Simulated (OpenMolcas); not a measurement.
# AlSiNH8 (SMILES [AlH3-][NH2+][SiH3]): a chain of runs

Wanted: a single-point energy (HF/ANO-R0), then a single-point energy (CASSCF(2,2)/ANO-R1), then an energy scan (CASPT2(2,2)/ANO-R1), then the energy along one coordinate (SC-NEVPT2(2,2)/ANO-R1), then an energy scan (MC-PDFT[tPBE](2,2)/ANO-R1) of AlSiNH8. 

Program for the calculation: OpenMolcas 26.06.

### Step 1. The structure to begin with

AlSiNH8: 11 atoms, total charge 0, spin state singlet. As SMILES, `[AlH3-][NH2+][SiH3]`. Geometry: relaxed at PBE0-D4/def2-TZVP.

Bond lengths: Al1–N2 2.069 Å, N2–Si3 1.792 Å, Al1–H4 1.609 Å, Al1–H5 1.602 Å, Al1–H6 1.601 Å, N2–H7 1.016 Å, N2–H8 1.016 Å, Si3–H9 1.487 Å, Si3–H10 1.476 Å, Si3–H11 1.475 Å. Some angles: Al1–N2–Si3 109.4°, Al1–N2–H7 107.3°, Al1–N2–H8 107.7°, Si3–N2–H7 112.7°, Si3–N2–H8 112.4°, N2–Al1–H4 97.1°, N2–Al1–H5 100.0°, N2–Al1–H6 101.1°, N2–Si3–H9 108.4°, N2–Si3–H10 107.2°.

### Step 2. The energy at HF/ANO-R0 (sfX2C) (run 1)

Input file geom.xyz:

```xyz
11

Al    -0.900100     1.211100    -0.740800
N     -0.028300     0.143500     0.802700
Si     0.876200    -1.248700     0.128600
H     -0.721100     0.091900    -1.882400
H      0.093800     2.465300    -0.806700
H     -2.377200     1.435300    -0.165100
H      0.566700     0.786500     1.316700
H     -0.768500    -0.144800     1.435900
H      1.651500    -1.882900     1.228300
H      1.794800    -0.716800    -0.896700
H     -0.122500    -2.197400    -0.400100
```

Input file step1.input:

```
>>> EXPORT MOLCAS_PRINT=2

&GATEWAY
  Coord
  geom.xyz
  Basis
  ANO-R0
  Group
  NoSym

&SEWARD

&SCF
  PrOrbitals
  0

&LOCALISATION
  Occupied
  Freeze
  Pipek-Mezey

&LOCALISATION
  FileOrb
  $Project.LocOrb
  Virtual
  Pipek-Mezey
```

Launch:

```sh
export MOLCAS_MEM=1860
pymolcas step1.input > step1.log
```

Output:

```text
--- Start Module: gateway ---
[...]
--- Stop Module: gateway /rc=_RC_ALL_IS_WELL_ ---
[...]
      Basis functions           31
[...]
       Convergence after  10 Iterations
[...]
::    Total SCF energy                               -590.2648266448
[...]
      Total spin, S                                     0.0000000000
[...]
      Total electronic charge=   42.000000
      Total            charge=   -0.000000
[...]
      Dipole Moment (debye):
      Origin of the operator (angstrom)=   -0.0007   -0.0054   -0.0691
                   X=  2.4976E+00               Y= -3.0257E+00               Z=  5.6023E+00           Total=  6.8395E+00
      Quadrupole Moment (debye*angstrom):
[...]
--- Start Module: localisation ---
[...]
--- Stop Module: localisation /rc=_RC_ALL_IS_WELL_ ---
--- Start Module: localisation ---
[...]
--- Stop Module: localisation /rc=_RC_ALL_IS_WELL_ ---
[...]
```

It took 3.3 s on 1 thread of Intel Xeon 6975P-C (Granite Rapids), shared host; peak memory 0.38 GiB.

### Step 3. A single-point energy at CASSCF(2,2)/ANO-R1 (sfX2C, RICD fitting) (run 2)

geom.xyz is that of step 2.

Input file step2.input:

```
* AlH8NSi CASSCF

&GATEWAY
 Coord=geom.xyz
 Basis=ANO-R0
 Group=NoSym

&SEWARD

&RASSCF
 FileOrb=$CurrDir/step1.LocOrb
 Alter=2
 1 12 21
 1 22 31
 Spin=1
 Nactel=2 0 0
 Inactive=20
 Ras2=2
 OrbListing=Nothing
>>> COPY $Project.RunFile RUNFIL1
>>> COPY $Project.RasOrb INPORB

&GATEWAY
 Coord=geom.xyz
 Basis=ANO-R1
 Group=NoSym
 RICD

&SEWARD
>>> COPY $Project.RunFile RUNFIL2

&EXPBAS

&RASSCF
 FileOrb=$Project.ExpOrb
 Spin=1
 Nactel=2 0 0
 Inactive=20
 Ras2=2
 OrbListing=Nothing
```

Launch:

```sh
export MOLCAS_MEM=1860
pymolcas step2.input > step2.log
```

Output:

```text
--- Start Module: gateway ---
[...]
--- Stop Module: gateway /rc=_RC_ALL_IS_WELL_ ---
[...]
      Basis functions           31
[...]
      Number of active orbitals                  2
[...]
      Spin quantum number                      0.0
[...]
      Active orbitals                            2
[...]
      Number of CSFs                             3
[...]
      Number of root(s) required                 1
[...]
      Convergence after 15 iterations
[...]
      printout of CI-coefficients larger than  0.05 for root  1
      energy=    -590.278426
      conf/sym  11     Coeff  Weight
             1  20   0.99516 0.99034
             3  02  -0.09829 0.00966
      Natural orbitals and occupation numbers for root  1
      sym 1:   1.980680   0.019320
      ************************************************************************************************************************
      *                                                    Final results                                                     *
[...]
::    RASSCF root number  1 Total energy:   -590.27842565
[...]
      Basis functions           90
[...]
--- Start Module: expbas ---
[...]
--- Stop Module: expbas /rc=_RC_ALL_IS_WELL_ ---
--- Start Module: rasscf ---
[...]
      Convergence after 16 iterations
[...]
      Natural orbitals and occupation numbers for root  1
      sym 1:   1.983239   0.016761
      ************************************************************************************************************************
      *                                                    Final results                                                     *
[...]
::    RASSCF root number  1 Total energy:   -591.06480047
[...]
      Total electronic charge=   42.000000
      Total            charge=   -0.000000
[...]
      Dipole Moment (debye):
      Origin of the operator (angstrom)=   -0.0007   -0.0054   -0.0691
                   X=  2.2790E+00               Y= -2.9280E+00               Z=  3.8689E+00           Total=  5.3605E+00
      Quadrupole Moment (debye*angstrom):
[...]
--- Stop Module: rasscf /rc=_RC_ALL_IS_WELL_ ---
[...]
```

Run time: 13 s. Hardware: 1 thread of Intel Xeon 6975P-C (Granite Rapids), shared host; peak memory 0.38 GiB.

### Step 4. The energy along one coordinate at CASPT2(2,2)/ANO-R1 (sfX2C, RICD fitting, ipea shift 0.25 Eh, pt2 variant SS) (run 3)

Input file step3.input:

```
>>> COPY $CurrDir/step2.RasOrb $Project.RasOrb
>>> ForEach K in (1, 2, 3, 4, 5, 6, 7, 8, 9)

&gateway
  coord=$CurrDir/point$K.xyz
  basis=ANO-R1
  group=NoSym
  ricd

&seward

&rasscf
  fileorb=$Project.RasOrb
  spin=1
  nactel=2 0 0
  inactive=20
  ras2=2
  orblisting=Nothing

&caspt2
  imaginary=0.2
  frozen=11
>>> EndDo
```

Launch:

```sh
export MOLCAS_MEM=1860
pymolcas step3.input > step3.log
```

Output:

```text
[...]
      Basis functions           90
[...]
      Number of active orbitals                  2
[...]
      Spin quantum number                      0.0
[...]
      Active orbitals                            2
[...]
      Number of CSFs                             3
[...]
      Number of root(s) required                 1
[...]
      Convergence after 11 iterations
[...]
      Natural orbitals and occupation numbers for root  1
      sym 1:   1.988535   0.011465
      ************************************************************************************************************************
      *                                                    Final results                                                     *
[...]
::    RASSCF root number  1 Total energy:   -591.05272305
[...]
::    CASPT2 Root  1     Total energy:   -591.40299984
[...]
      Convergence after 11 iterations
[...]
      Natural orbitals and occupation numbers for root  1
      sym 1:   1.983221   0.016779
      ************************************************************************************************************************
      *                                                    Final results                                                     *
[...]
      Convergence after 14 iterations
[...]
      Natural orbitals and occupation numbers for root  1
      sym 1:   1.840298   0.159702
      ************************************************************************************************************************
      *                                                    Final results                                                     *
[...]
      Convergence after 16 iterations
[...]
      Natural orbitals and occupation numbers for root  1
      sym 1:   1.682134   0.317866
      ************************************************************************************************************************
      *                                                    Final results                                                     *
[...]
      Convergence after 16 iterations
[...]
      Natural orbitals and occupation numbers for root  1
      sym 1:   1.431341   0.568659
      ************************************************************************************************************************
      *                                                    Final results                                                     *
[...]
::    RASSCF root number  1 Total energy:   -590.89645910
[...]
::    CASPT2 Root  1     Total energy:   -591.23036295
[...]
      Convergence after 16 iterations
[...]
::    RASSCF root number  1 Total energy:   -590.88805448
[...]
::    CASPT2 Root  1     Total energy:   -591.21929207
[...]
```

Wall time 79 s (1 thread of Intel Xeon 6975P-C (Granite Rapids), shared host); peak memory 0.085 GiB.

The scan, from its lowest point:

```
H7–N2 (Å)  energy (kJ/mol)
    0.914             31.3
    1.016              0.0
    1.117             15.8
    1.270             80.8
    1.473            188.6
    1.727            311.1
    2.031            414.7
    2.438            484.6
    3.047            513.6
```

### Step 5. The energy along one coordinate at SC-NEVPT2(2,2)/ANO-R1 (sfX2C, RICD fitting, pt2 variant SC-NEVPT2) (run 4)

Input file step4.input:

```
>>> COPY $CurrDir/step2.RasOrb $Project.RasOrb
>>> ForEach K in (1, 2, 3, 4, 5, 6, 7, 8, 9)
&gateway
coord
$CurrDir/point$K.xyz
basis
ANO-R1
group
NoSym
ricd
&seward
&rasscf
fileorb
$Project.RasOrb
spin
1
nactel
2 0 0
inactive
20
ras2
2
orblisting
Nothing
&caspt2
sc-nevpt2
frozen
11
>>> EndDo
```

Launch:

```sh
export MOLCAS_MEM=1860
pymolcas step4.input > step4.log
```

Output:

```text
[...]
      Basis functions           90
[...]
      Number of active orbitals                  2
[...]
      Spin quantum number                      0.0
[...]
      Active orbitals                            2
[...]
      Number of CSFs                             3
[...]
      Number of root(s) required                 1
[...]
      Convergence after 11 iterations
[...]
      printout of CI-coefficients larger than  0.05 for root  1
      energy=    -591.052723
      conf/sym  11     Coeff  Weight
             1  20   0.99713 0.99427
             3  02  -0.07571 0.00573
      Natural orbitals and occupation numbers for root  1
      sym 1:   1.988535   0.011465
      ************************************************************************************************************************
      *                                                    Final results                                                     *
[...]
::    RASSCF root number  1 Total energy:   -591.05272305
[...]
      E2 (Variational):          -0.3480118142
[...]
::    SC-NEVPT2 Root  1     Total energy:   -591.40067925
[...]
      Convergence after 11 iterations
[...]
      Natural orbitals and occupation numbers for root  1
      sym 1:   1.983221   0.016779
      ************************************************************************************************************************
      *                                                    Final results                                                     *
[...]
      Convergence after 14 iterations
[...]
      Natural orbitals and occupation numbers for root  1
      sym 1:   1.840298   0.159702
      ************************************************************************************************************************
      *                                                    Final results                                                     *
[...]
      Convergence after 16 iterations
[...]
      Natural orbitals and occupation numbers for root  1
      sym 1:   1.682134   0.317866
      ************************************************************************************************************************
      *                                                    Final results                                                     *
[...]
      Convergence after 16 iterations
[...]
::    RASSCF root number  1 Total energy:   -590.89645910
[...]
::    SC-NEVPT2 Root  1     Total energy:   -591.22699149
[...]
      Convergence after 16 iterations
[...]
::    RASSCF root number  1 Total energy:   -590.88805448
[...]
      E2 (Variational):          -0.3279755692
[...]
      Reference weight:           0.88683
[...]
::    SC-NEVPT2 Root  1     Total energy:   -591.21603005
[...]
```

Run time: 75 s. Hardware: 1 thread of Intel Xeon 6975P-C (Granite Rapids), shared host; peak memory 0.085 GiB.

The scan, from its lowest point:

| H7–N2 (Å) | energy (kJ/mol) |
| --- | --- |
| 0.914 | 33.3 |
| 1.016 | 0.0 |
| 1.117 | 14.1 |
| 1.270 | 77.2 |
| 1.473 | 184.7 |
| 1.727 | 309.8 |
| 2.031 | 417.4 |
| 2.438 | 489.3 |
| 3.047 | 518.1 |

### Step 6. An energy scan at MC-PDFT[tPBE](2,2)/ANO-R1 (sfX2C, RICD fitting) (run 5)

Input file step5.inp:

```
>>> COPY $CurrDir/step2.RasOrb $Project.RasOrb
>>> ForEach K in (1, 2, 3, 4, 5, 6, 7, 8, 9)
&GATEWAY
Coord
$CurrDir/point$K.xyz
Basis
ANO-R1
Group
NoSym
RICD
&SEWARD
&RASSCF
FileOrb
$Project.RasOrb
Spin
1
Nactel
2 0 0
Inactive
20
Ras2
2
OrbListing
Nothing
&MCPDFT
KSDFT
T:PBE
>>> EndDo
```

Launch:

```sh
export MOLCAS_MEM=1860
pymolcas step5.inp > step5.log
```

Output:

```text
--- Start Module: gateway ---
[...]
      Basis functions           90
[...]
      Number of active orbitals                  2
[...]
      Spin quantum number                      0.0
[...]
      Active orbitals                            2
[...]
      Number of CSFs                             3
[...]
      Number of root(s) required                 1
[...]
      Convergence after 11 iterations
[...]
      printout of CI-coefficients larger than  0.05 for root  1
      energy=    -591.052723
      conf/sym  11     Coeff  Weight
             1  20   0.99713 0.99427
             3  02  -0.07571 0.00573
      Natural orbitals and occupation numbers for root  1
      sym 1:   1.988535   0.011465
      ************************************************************************************************************************
      *                                                    Final results                                                     *
[...]
::    RASSCF root number  1 Total energy:   -591.05272305
[...]
::    MCPDFT root number  1 Total energy:   -592.17636009
[...]
      Convergence after 11 iterations
[...]
      Natural orbitals and occupation numbers for root  1
      sym 1:   1.983221   0.016779
      ************************************************************************************************************************
      *                                                    Final results                                                     *
[...]
      Convergence after 14 iterations
[...]
      Natural orbitals and occupation numbers for root  1
      sym 1:   1.840298   0.159702
      ************************************************************************************************************************
      *                                                    Final results                                                     *
[...]
      Convergence after 16 iterations
[...]
      Natural orbitals and occupation numbers for root  1
      sym 1:   1.682134   0.317866
      ************************************************************************************************************************
      *                                                    Final results                                                     *
[...]
      Convergence after 16 iterations
[...]
::    RASSCF root number  1 Total energy:   -590.89645910
[...]
::    MCPDFT root number  1 Total energy:   -591.99897651
[...]
      Convergence after 16 iterations
[...]
::    RASSCF root number  1 Total energy:   -590.88805448
[...]
      Total electronic charge=   42.000000
      Total            charge=   -0.000000
[...]
::    MCPDFT root number  1 Total energy:   -591.98687048
[...]
```

It took 72 s on 1 thread of Intel Xeon 6975P-C (Granite Rapids), shared host; peak memory 0.084 GiB.

The scan, from its lowest point:

```
H7–N2 (Å)  energy (kJ/mol)
    0.914             32.2
    1.016              0.0
    1.117             14.4
    1.270             77.1
    1.473            183.5
    1.727            308.3
    2.031            419.4
    2.438            497.9
    3.047            529.7
```

### Step 7. Results

| quantity | value |
| --- | --- |
| run 1, HF/ANO-R0: total energy | -590.26483 Eh |
| run 1, HF/ANO-R0: dipole moment | 6.84 D |
| run 1, HF/ANO-R0: HOMO energy | -12.30 eV |
| run 1, HF/ANO-R0: LUMO energy | 1.37 eV |
| run 1, HF/ANO-R0: HOMO–LUMO gap | 13.67 eV |
| run 2, CASSCF(2,2)/ANO-R1: total energy | -591.06480 Eh |
| run 2, CASSCF(2,2)/ANO-R1: dipole moment (CASSCF density) | 5.36 D |
| run 3, CASPT2(2,2)/ANO-R1: lowest energy of the scan | -591.41492 Eh |
| run 4, SC-NEVPT2(2,2)/ANO-R1: lowest energy of the scan | -591.41336 Eh |
| run 5, MC-PDFT[tPBE](2,2)/ANO-R1: lowest energy of the scan | -592.18861 Eh |

**Reading.** Mulliken charges (run 1, HF/ANO-R0) run from -0.75 on N2 to +0.93 on Al1; they depend strongly on the basis. Mulliken charges (run 2, CASSCF(2,2)/ANO-R1) run from -0.69 on N2 to +0.78 on Al1; they depend strongly on the basis.
